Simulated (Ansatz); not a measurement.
Several settings on one geometry of the cluster MgO₂⁻ (that of the charge -1 doublet, r2SCAN-D4/def2-TZVPD). Ansatz on 4 threads of Arm Neoverse V1 on a shared host; times are rough.

```xyz
3

Mg   -0.002    0.003    0.000
O    -1.474   -1.083   -0.158
O     1.476    1.080    0.158
```

Totals from different functionals, basis sets or treatments of relativity can't be compared as stabilities.

DK, ANO-RCC and x2c sets are all-electron and run with scalar relativity unless a key says otherwise. A multiply charged anion in the gas phase is held together partly by the finite basis.

The spins typed aren't always the lowest for that charge.

**Question.** Give the basis size and estimate the energy, ⟨S²⟩ and time of these runs.

```json
{"run": "1", "method": "RHF/def2-TZVPP", "charge": "-2", "state": "singlet", "further keys": "–"}
{"run": "2", "method": "RKS r2SCAN0-D3(BJ)/cc-pVTZ", "charge": "-2", "state": "singlet", "further keys": "scf: {omitted_lower_state_checks: [starts]}; forces asked"}
{"run": "3", "method": "UKS B3LYP5/cc-pVTZ-DK", "charge": "-2", "state": "singlet", "further keys": "scf: {lower_state_search: off}; forces asked"}
```

**Answer.** 
```json
{"run": "1", "functions": "94", "energy (Eh)": "-349.1576", "⟨S²⟩": "–", "wall time": "0.2 s"}
{"run": "2", "functions": "94", "energy (Eh)": "-350.2837", "⟨S²⟩": "–", "wall time": "1.1 s"}
{"run": "3", "functions": "94", "energy (Eh)": "-350.7612", "⟨S²⟩": "0.00", "wall time": "0.7 s"}
```

The highest occupied level of an anion often lies above zero with these methods, and sets without diffuse functions describe the outer electron poorly.
